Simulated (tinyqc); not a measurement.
Geometry optimisation on the UHF/sto-3g surface (energies and gradients from PySCF), for H2O, spin multiplicity 3, step by step. One step of it, computed by the program tinyqc.

Question. Step 1: move. Quasi-Newton step p = -H^(-1) g (first H = 1 times the unit matrix); steps longer than 0.1 bohr are cut back (factor 0.372 here).

positions at the start (bohr), order 1O, 2H, 3H:
```
[[-0.051023, 0.007559, -0.088817],
 [-0.018897, 1.683746, 0.956201],
 [0.056692, -1.664849, 1.022342]]
```

gradient (hartree/bohr), order 1O, 2H, 3H:
```
[[0.00854453, -0.05330589, 0.11418175],
 [0.00032214, -0.12735773, -0.03682249],
 [-0.00886667, 0.18066362, -0.07735925]]
```

Give: positions after step 1.

Answer.

positions after step 1 (bohr), order 1O, 2H, 3H:
```
[[-0.0542, 0.0274, -0.1313],
 [-0.0190, 1.7311, 0.9699],
 [0.0600, -1.7321, 1.0511]]
```
